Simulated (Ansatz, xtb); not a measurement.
System: PH₂, net charge -1, singlet state. Whether it binds its extra electron was not tested at this geometry. 
Coordinates optimised at B3LYP-D3(BJ)/def2-TZVP (Ansatz, a quantum-chemistry and plane-wave program):
```
P
H 1 1.4362
H 1 1.4362 2 91.78
```
Charge -1, spin multiplicity 1.

Harmonic wavenumbers from GFN2-xTB (xtb, at its own minimum), cm⁻¹: 1218, 2430, 2636.

### Question
Give the harmonic wavenumbers at B3LYP-D3(BJ)/def2-TZVP (Ansatz, finite differences of forces, unscaled).

### Answer
1092, 2246, 2247 cm⁻¹. Zero-point energy 8.0 kcal/mol.

### Question
From these and the geometry, give the ideal-gas thermochemistry at 298.15 K and 1 atm (rigid rotor, harmonic oscillator).

### Answer
Point group C2v, rotational symmetry number 2. Rotational constants 267.2, 235.7, 125.2 GHz. S(trans) 36.41, S(rot) 13.00, S(vib) 0.07, S(elec, spin only) 0.00, S 49.5 cal/(mol K). H(298) - H(0) 2.39 kcal/mol; G - E(el) -4.4 kcal/mol.
